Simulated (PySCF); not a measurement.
# C3S (tricarbon monosulfide): the cost of one run

Computed with PySCF 2.14.0, with density-fitted response routines of our own, on a single molecule in the gas phase. Atoms are numbered from 0 throughout.

### 1 Starting geometry

4 atoms, charge 0, multiplicity 1; geometry from: GFN2-xTB. The atoms were then displaced at random by about 0.01 Å, so the start is not that level's minimum.

Bonds of the start (Å): C0–C1 1.25, C1–C2 1.28, C2–S3 1.59.

### 2 Optimising the geometry at PBE0-D3(BJ)/def2-SVP

What the job is given:

```
{"job": {"xc": "PBE0", "basis": "def2-SVP", "d3": "d3bj", "grid": 1, "shake": 0.01, "kind": "geom"}, "charge": 0, "multiplicity": 1}
C     -1.875970    -0.050100     0.890040
C     -0.687290    -0.012680     0.519330
C      0.535440     0.006360     0.142090
S      2.065820     0.031050    -0.294920
```

On the command line:

```sh
> OMP_NUM_THREADS=1 python probes_run.py task.json out
```

This one command runs all jobs of the session in turn.

Q: Estimate the wall time and peak memory of this first job on 1 thread of Intel Xeon Platinum 8259CL at 2.50GHz, shared host.

About 9.1 s, with a peak of 0.28 GiB.
